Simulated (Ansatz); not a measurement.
Relaxation of CH$_{5}$BCl (8 atoms, charge 0, multiplicity 2), to a largest force component of 0.03 eV/Å in at most 50 steps.

The calculation used UHF/def2-SVP (Ansatz).

```xyz
8
Properties=species:S:1:pos:R:3:forces:R:3
B 0.017 0.012 -0.065 -0.01 -0.01 0.92
Cl -0.034 -0.012 1.758 0.03 0.02 -1.35
C 1.387 0.039 -0.824 0.00 0.02 0.04
H 1.670 -1.009 -0.987 0.01 0.00 -0.02
H 1.303 0.502 -1.809 -0.01 -0.01 0.02
H 2.194 0.508 -0.261 -0.03 -0.01 0.01
H -1.044 -0.045 -0.612 0.01 0.00 0.05
H -0.020 0.004 4.338 0.00 0.00 0.32
```

Problem. Where does it end, and by what steps?

Solution. The forces met the threshold. The force dipped under the threshold on the way, but the program's further checks kept it going. After 12 steps the energy has fallen by 0.134 eV; H8 moved furthest, 1.32 Å.

```json
{"step": "0", "energy less start (eV)": "0.0000", "largest force component (eV/Å)": "1.347", "accepted": "yes"}
{"step": "1", "energy less start (eV)": "-0.0538", "largest force component (eV/Å)": "0.748", "accepted": "yes"}
{"step": "2", "energy less start (eV)": "-0.0979", "largest force component (eV/Å)": "0.260", "accepted": "yes"}
{"step": "3", "energy less start (eV)": "-0.1094", "largest force component (eV/Å)": "0.159", "accepted": "yes"}
{"step": "4", "energy less start (eV)": "-0.1194", "largest force component (eV/Å)": "0.190", "accepted": "yes"}
{"step": "5", "energy less start (eV)": "-0.1277", "largest force component (eV/Å)": "0.117", "accepted": "yes"}
{"step": "6", "energy less start (eV)": "-0.1311", "largest force component (eV/Å)": "0.020", "accepted": "yes"}
{"step": "7", "energy less start (eV)": "-0.1328", "largest force component (eV/Å)": "0.032", "accepted": "yes"}
{"step": "8", "energy less start (eV)": "-0.1338", "largest force component (eV/Å)": "0.038", "accepted": "yes"}
{"step": "9", "energy less start (eV)": "-0.1341", "largest force component (eV/Å)": "0.026", "accepted": "yes"}
{"step": "10", "energy less start (eV)": "-0.1342", "largest force component (eV/Å)": "0.043", "accepted": "yes"}
{"step": "11", "energy less start (eV)": "-0.1341", "largest force component (eV/Å)": "0.047", "accepted": "no"}
{"step": "12", "energy less start (eV)": "-0.1343", "largest force component (eV/Å)": "0.010", "accepted": "yes"}
```

```xyz
8
Properties=species:S:1:pos:R:3
B 0.012 -0.059 -0.274
Cl -0.197 0.147 1.471
C 1.422 0.019 -0.953
H 1.645 -0.956 -1.401
H 1.393 0.731 -1.784
H 2.232 0.288 -0.276
H -0.985 -0.273 -0.899
H -0.047 0.103 5.655
```

Run time: 16 s on 1 thread of Arm Neoverse V1, with other jobs on the host, peak memory 0.14 GiB.
